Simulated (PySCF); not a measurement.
Species: C5H8O.
SMILES with atom numbers: `[CH3:1][O:2][C:3]1=[C:4]([CH3:5])[CH2:6]1` (hydrogens: H7, H8, H9 on C1; H10, H11, H12 on C5; H13, H14 on C6)

Theory: TDDFT B3LYP/def2-SVPD, vertical, gas phase, core orbitals frozen in the response in PySCF. Isolated species at its GFN2-xTB geometry (one conformer only). Torsions of this conformer, `[CH3:1][O:2][C:3]1=[C:4]([CH3:5])[CH2:6]1`: C1–O2–C3–C4 1°.

| state | λ (nm) | E (eV) | f | \|μ\| (D) | main configurations (H = HOMO, L = LUMO) |
| --- | --- | --- | --- | --- | --- |
| S1 | 235.4 | 5.27 | 0.0012 | 0.24 | H→L (98%) |
| S2 | 204.9 | 6.05 | 0.012 | 0.73 | H→L+1 (94%) |
| S3 | 196.6 | 6.30 | 0.0002 | 0.10 | H→L+3 (96%) |
| S4 | 190.6 | 6.50 | 0.163 | 2.57 | H→L+2 (92%) |
| S5 | 183.3 | 6.76 | 0.017 | 0.82 | H→L+4 (98%) |
| S6 | 173.7 | 7.14 | 0.012 | 0.66 | H→L+5 (69%), H→L+6 (15%), H→L+7 (13%) |
| S7 | 172.3 | 7.19 | 0.058 | 1.45 | H→L+6 (79%), H→L+5 (16%) |
| S8 | 167.6 | 7.40 | 0.0091 | 0.57 | H→L+7 (84%), H→L+5 (12%) |

Triplets, Tamm–Dancoff:

```
state  E (eV)  λ (nm)  main configurations (H = HOMO, L = LUMO)
   T1    4.49   276.1                               H→L+2 (93%)
   T2    5.16   240.2                                 H→L (95%)
   T3    5.99   207.1                               H→L+1 (86%)
```

The lowest singlet comes at 235 nm (508 kJ/mol) in the ultraviolet; it is very weak; its leading configuration is HOMO→LUMO (98%). The strongest level in the table is S4 at 6.50 eV (191 nm, f = 0.163). Löwdin shares by element: HOMO carbon 63% or more, oxygen 16% (atoms not listed hold the other 21%); LUMO carbon 54% or more (atoms not listed hold the other 46%). Weighted by f, the mean energy of these states is 6.70 eV. The listed states span 2.13 eV, and the widest gap between neighbours is 0.78 eV (S1 to S2). Orbital energies (eV): HOMO-3 -9.33, HOMO-2 -8.63, HOMO-1 -8.11, HOMO -5.92, LUMO 0.26, LUMO+1 0.94, LUMO+2 1.05. The window holds the lowest 8 singlets.
